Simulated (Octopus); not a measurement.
# A workflow on PN (phosphorus nitride)

Aim: energy and forces (PZ81 LDA), then the polarisability (PZ81 LDA) of PN (phosphorus nitride). 

The calculation is run with Octopus 16.4.

9 further runs of the same task are left out: 9 set aside as unsound or not needed.

## (1) The system as given

The species is PN (2 atoms), meant as a singlet with charge 0. SMILES: `N#P`. Geometry: the measured bond length.

Bond lengths: N1–P2 1.491 Å.

## (2) Energy and forces at PZ81 LDA (scalar, in the pseudopotentials, sg15 potentials, box margin 6 angstrom, extra states 0, grid spacing 0.19 angstrom, mix field default) (run 1)

Contents of geometry.xyz:

```xyz
2

N      0.000000     0.000000    -0.745433
P      0.000000     0.000000     0.745433
```

On the command line:

```bash
OMP_NUM_THREADS=1 octopus > gs.log
```

The log of the run:

```text
Version                : 16.4
************************** Calculation Mode **************************
Input: [CalculationMode = gs]
Input: [SpinComponents = unpolarized]
******************************* Space ********************************
Octopus will run in 3 dimension(s).
Octopus will treat the system as periodic in 0 dimension(s).
Input: [AllElectronType = no]
Input: [PseudopotentialSet = sg15]
Reading Coordinates from geometry.xyz
****************************** Species *******************************
  Species 'N'
    type             : pseudopotential
    file format      : UPF2
    valence charge   : 5.0
    atomic number    :   7
    form on file     : kleinman-bylander
    lmax             : 1
    llocal           : -1
    projectors per l : 2
    total projectors : 4
    application form : kleinman-bylander
    orbitals         :  0
    bound orbitals   :  0
  Species 'P'
    type             : pseudopotential
    file format      : UPF2
    valence charge   : 5.0
    atomic number    :  15
    form on file     : kleinman-bylander
    lmax             : 1
    llocal           : -1
    projectors per l : 2
    total projectors : 4
    application form : kleinman-bylander
    orbitals         :  0
    bound orbitals   :  0
***************************** Symmetries *****************************
Symmetry elements : (Cinf) (sigma)
Symmetry group    : Cinfv
Input: [CurvMethod = curv_affine]
Input: [DerivativesStencil = stencil_star]
Input: [SmearingFunction = semiconducting]
Input: [SymmetrizeDensity = no]
******************************* States *******************************
Total electronic charge  =       10.000
Number of states         =        5
States block-size        =        4
************************** Parallelization ***************************
Info: Octopus will run in *serial*
******************************** Grid ********************************
Simulation Box:
  Type = minimum
  Radius  [A] =   6.000
Main mesh:
  Spacing [A] = ( 0.190, 0.190, 0.190)    volume/point [A^3] =      0.00686
  # inner mesh =     156499
  # total mesh =     210123
  Grid Cutoff [eV] =  1041.634699    Grid Cutoff [Ry] =    76.558745
Input: [StatesPack = yes]
** Warning:
**   The XCFunctional that you selected does not match the one used
**   to generate the pseudopotentials.
Input: [StatesOrthogonalization = cholesky_serial]
**************************** Theory Level ****************************
Input: [TheoryLevel = kohn_sham]
Exchange-correlation:
  Exchange
    Slater exchange (LDA)
  Correlation
    Perdew & Zunger (Modified) (LDA)
****************************** Hartree *******************************
Input: [DressedOrbitals = no]
The chosen Poisson solver is 'interpolating scaling functions'
Input: [FilterPotentials = filter_TS]
Info: Pseudopotential for N
  Radii for localized parts:
    local part     =  1.1 A
    non-local part =  1.2 A
    orbitals       =  0.0 A
Info: Pseudopotential for P
  Radii for localized parts:
    local part     =  1.3 A
    non-local part =  1.7 A
    orbitals       =  0.0 A
Input: [RelativisticCorrection = non_relativistic]
Input: [DFTULevel = dft_u_none]
Input: [MagneticConstrain = 0]
****************** Approximate memory requirements *******************
Mesh
  global  :       1.6 MiB
  local   :       6.4 MiB
  total   :       8.0 MiB
States
  real    :       8.0 MiB (par_kpoints + par_states + par_domains)
  complex :      16.0 MiB (par_kpoints + par_states + par_domains)
Info: Generating external potential
      done.
Input: [InteractionTiming = timing_exact]
Info: Octopus initialization completed.
Info: Starting calculation mode.
Info: Allocating ground state wave-functions
      Block       1 contains       4 states:       1 -       4
      Block       2 contains       1 states:       5 -       5
Info: Ground-state allocation done.
**************************** Eigensolver *****************************
Input: [Eigensolver = cg]
Input: [Preconditioner = pre_filter]
Input: [PreconditionerFilterFactor = 0.5000]
Input: [SubspaceDiagonalization = standard]
Input: [MixField = potential] (what to mix during SCF cycles)
Input: [MixingScheme = broyden]
Info: Mixing uses    4 steps and restarts after   20 steps.
Input: [LCAOStart = lcao_states]
Input: [LCAOScaleFactor = 1.000]
Input: [LCAOMaximumOrbitalRadius = 10.58 A]
** Warning:
**   The are no atomic orbitals available, cannot do LCAO.
Info: Unnormalized total charge =      9.974426
Info: Renormalized total charge =     10.000000
Info: Setting up Hamiltonian.
Orthogonalizing wavefunctions.
Info: Ground-state restart information will be written to 'restart/gs'.
Info: SCF using real wavefunctions.
Info: Starting SCF iteration.
*********************** SCF CYCLE ITER #    1 ************************
 etot  =  6.18634656E+02 abs_ev   =  6.83E+03 rel_ev   =  1.34E+01
 ediff =        2.27E+01 abs_dens =  1.81E+01 rel_dens =  1.81E+00
Converged eigenvectors: 0
#  State  Eigenvalue [eV]  Occupation    Error
      1        5.134708    2.000000   ( 1.7E+00)
      2       59.133537    2.000000   ( 3.1E+00)
      3       62.883503    2.000000   ( 3.3E+00)
      4       63.584320    2.000000   ( 3.3E+00)
      5       64.677103    2.000000   ( 3.3E+00)
                                                                     ^
*********************** SCF CYCLE ITER #    2 ************************
 etot  = -8.40233885E+02 abs_ev   =  8.77E+02 rel_ev   =  2.39E+00
 ediff =        5.36E+01 abs_dens =  1.85E+01 rel_dens =  1.85E+00
Converged eigenvectors: 0
#  State  Eigenvalue [eV]  Occupation    Error
      1      -52.682013    2.000000   ( 2.2E-01)
      2      -36.326645    2.000000   ( 5.0E-01)
      3      -35.942984    2.000000   ( 5.3E-01)
      4      -32.464214    2.000000   ( 5.6E-01)
      5      -25.767753    2.000000   ( 5.8E-01)
                                                                     ^
[eigenvalue tables of the cycles between left out]
*********************** SCF CYCLE ITER #    3 ************************
 etot  = -7.30020568E+02 abs_ev   =  8.07E+01 rel_ev   =  2.82E-01
 ediff =        4.05E+00 abs_dens =  2.06E+00 rel_dens =  2.06E-01
*********************** SCF CYCLE ITER #    4 ************************
 etot  = -5.66064410E+02 abs_ev   =  7.90E+01 rel_ev   =  3.82E-01
 ediff =        6.03E+00 abs_dens =  2.52E+00 rel_dens =  2.52E-01
*********************** SCF CYCLE ITER #    5 ************************
 etot  = -5.81935831E+02 abs_ev   =  2.09E+00 rel_ev   =  9.99E-03
 ediff =        5.83E-01 abs_dens =  6.46E-01 rel_dens =  6.46E-02
*********************** SCF CYCLE ITER #    6 ************************
 etot  = -5.37332276E+02 abs_ev   =  3.82E+01 rel_ev   =  2.24E-01
 ediff =        1.64E+00 abs_dens =  4.78E-01 rel_dens =  4.78E-02
*********************** SCF CYCLE ITER #    7 ************************
 etot  = -4.38123781E+02 abs_ev   =  6.17E+01 rel_ev   =  5.66E-01
 ediff =        3.65E+00 abs_dens =  1.03E+00 rel_dens =  1.03E-01
*********************** SCF CYCLE ITER #    8 ************************
 etot  = -4.51679265E+02 abs_ev   =  1.30E+01 rel_ev   =  1.07E-01
 ediff =        4.98E-01 abs_dens =  3.92E-01 rel_dens =  3.92E-02
*********************** SCF CYCLE ITER #    9 ************************
 etot  = -4.40891198E+02 abs_ev   =  6.98E+00 rel_ev   =  6.07E-02
 ediff =        3.96E-01 abs_dens =  1.30E-01 rel_dens =  1.30E-02
*********************** SCF CYCLE ITER #   10 ************************
 etot  = -4.50849948E+02 abs_ev   =  3.36E+00 rel_ev   =  2.84E-02
 ediff =        3.66E-01 abs_dens =  2.38E-01 rel_dens =  2.38E-02
*********************** SCF CYCLE ITER #   11 ************************
 etot  = -4.43316954E+02 abs_ev   =  2.26E+00 rel_ev   =  1.94E-02
 ediff =        2.77E-01 abs_dens =  2.14E-01 rel_dens =  2.14E-02
*********************** SCF CYCLE ITER #   12 ************************
 etot  = -4.42577204E+02 abs_ev   =  1.66E-01 rel_ev   =  1.43E-03
 ediff =        2.72E-02 abs_dens =  3.00E-02 rel_dens =  3.00E-03
*********************** SCF CYCLE ITER #   13 ************************
 etot  = -4.46997495E+02 abs_ev   =  9.59E-01 rel_ev   =  8.20E-03
 ediff =        1.62E-01 abs_dens =  1.33E-01 rel_dens =  1.33E-02
*********************** SCF CYCLE ITER #   14 ************************
 etot  = -4.47047707E+02 abs_ev   =  1.69E-01 rel_ev   =  1.45E-03
 ediff =        1.85E-03 abs_dens =  2.34E-02 rel_dens =  2.34E-03
*********************** SCF CYCLE ITER #   15 ************************
 etot  = -4.47044850E+02 abs_ev   =  1.98E-02 rel_ev   =  1.69E-04
 ediff =        1.05E-04 abs_dens =  2.39E-03 rel_dens =  2.39E-04
*********************** SCF CYCLE ITER #   16 ************************
 etot  = -4.47019140E+02 abs_ev   =  3.67E-03 rel_ev   =  3.15E-05
 ediff =        9.45E-04 abs_dens =  8.81E-04 rel_dens =  8.81E-05
*********************** SCF CYCLE ITER #   17 ************************
 etot  = -4.46795158E+02 abs_ev   =  3.58E-02 rel_ev   =  3.07E-04
 ediff =        8.23E-03 abs_dens =  7.74E-03 rel_dens =  7.74E-04
*********************** SCF CYCLE ITER #   18 ************************
 etot  = -4.46603786E+02 abs_ev   =  3.10E-02 rel_ev   =  2.66E-04
 ediff =        7.03E-03 abs_dens =  7.65E-03 rel_dens =  7.65E-04
*********************** SCF CYCLE ITER #   19 ************************
 etot  = -4.46607147E+02 abs_ev   =  4.44E-03 rel_ev   =  3.81E-05
 ediff =        1.24E-04 abs_dens =  5.42E-04 rel_dens =  5.42E-05
*********************** SCF CYCLE ITER #   20 ************************
 etot  = -4.46583496E+02 abs_ev   =  9.40E-03 rel_ev   =  8.06E-05
 ediff =        8.69E-04 abs_dens =  6.33E-04 rel_dens =  6.33E-05
*********************** SCF CYCLE ITER #   21 ************************
 etot  = -4.46567442E+02 abs_ev   =  1.48E-03 rel_ev   =  1.27E-05
 ediff =        5.90E-04 abs_dens =  6.18E-04 rel_dens =  6.18E-05
*********************** SCF CYCLE ITER #   22 ************************
 etot  = -4.46579124E+02 abs_ev   =  2.97E-03 rel_ev   =  2.55E-05
 ediff =        4.29E-04 abs_dens =  3.58E-04 rel_dens =  3.58E-05
*********************** SCF CYCLE ITER #   23 ************************
 etot  = -4.46577263E+02 abs_ev   =  4.81E-04 rel_ev   =  4.12E-06
 ediff =        6.84E-05 abs_dens =  6.34E-05 rel_dens =  6.34E-06
*********************** SCF CYCLE ITER #   24 ************************
 etot  = -4.46575548E+02 abs_ev   =  2.69E-05 rel_ev   =  2.30E-07
 ediff =        6.30E-05 abs_dens =  7.23E-05 rel_dens =  7.23E-06
*********************** SCF CYCLE ITER #   25 ************************
 etot  = -4.46578143E+02 abs_ev   =  6.84E-04 rel_ev   =  5.87E-06
 ediff =        9.54E-05 abs_dens =  7.85E-05 rel_dens =  7.85E-06
*********************** SCF CYCLE ITER #   26 ************************
 etot  = -4.46577419E+02 abs_ev   =  2.17E-04 rel_ev   =  1.86E-06
 ediff =        2.66E-05 abs_dens =  2.06E-05 rel_dens =  2.06E-06
*********************** SCF CYCLE ITER #   27 ************************
 etot  = -4.46577077E+02 abs_ev   =  4.61E-05 rel_ev   =  3.95E-07
 ediff =        1.26E-05 abs_dens =  1.28E-05 rel_dens =  1.28E-06
*********************** SCF CYCLE ITER #   28 ************************
 etot  = -4.46577431E+02 abs_ev   =  8.21E-05 rel_ev   =  7.04E-07
 ediff =        1.30E-05 abs_dens =  1.12E-05 rel_dens =  1.12E-06
*********************** SCF CYCLE ITER #   29 ************************
 etot  = -4.46577433E+02 abs_ev   =  8.65E-06 rel_ev   =  7.42E-08
 ediff =        9.66E-08 abs_dens =  8.58E-07 rel_dens =  8.58E-08
*********************** SCF CYCLE ITER #   30 ************************
 etot  = -4.46577360E+02 abs_ev   =  1.65E-05 rel_ev   =  1.42E-07
 ediff =        2.68E-06 abs_dens =  2.29E-06 rel_dens =  2.29E-07
*********************** SCF CYCLE ITER #   31 ************************
 etot  = -4.46577321E+02 abs_ev   =  6.60E-06 rel_ev   =  5.66E-08
 ediff =        1.46E-06 abs_dens =  1.44E-06 rel_dens =  1.44E-07
*********************** SCF CYCLE ITER #   32 ************************
 etot  = -4.46577335E+02 abs_ev   =  3.57E-06 rel_ev   =  3.07E-08
 ediff =        5.29E-07 abs_dens =  4.31E-07 rel_dens =  4.31E-08
Converged eigenvectors: 0
#  State  Eigenvalue [eV]  Occupation    Error
      1      -21.255458    2.000000   ( 2.3E-08)
      2      -12.351806    2.000000   ( 1.0E-08)
      3       -8.451832    2.000000   ( 2.1E-08)
      4       -8.451832    2.000000   ( 1.3E-08)
      5       -7.788987    2.000000   ( 2.4E-08)
                                                                     ^
*********************** SCF CYCLE ITER #   33 ************************
 etot  = -4.46577345E+02 abs_ev   =  1.46E-06 rel_ev   =  1.25E-08
 ediff =        3.62E-07 abs_dens =  3.54E-07 rel_dens =  3.54E-08
Converged eigenvectors: 0
#  State  Eigenvalue [eV]  Occupation    Error
      1      -21.255458    2.000000   ( 1.7E-08)
      2      -12.351806    2.000000   ( 8.9E-09)
      3       -8.451832    2.000000   ( 1.7E-08)
      4       -8.451832    2.000000   ( 8.4E-09)
      5       -7.788987    2.000000   ( 1.8E-08)
                                                                     ^
Info: SCF converged in   33 iterations
** Warning:
**   Some of the states are not fully converged!
Info: Number of matrix-vector products:       1743
Octopus emitted 3 warnings.
```

Run time: 17 s. Hardware: 1 thread of Arm Neoverse V1, shared host; peak memory 0.12 GiB.

[end of part 1 of 2]
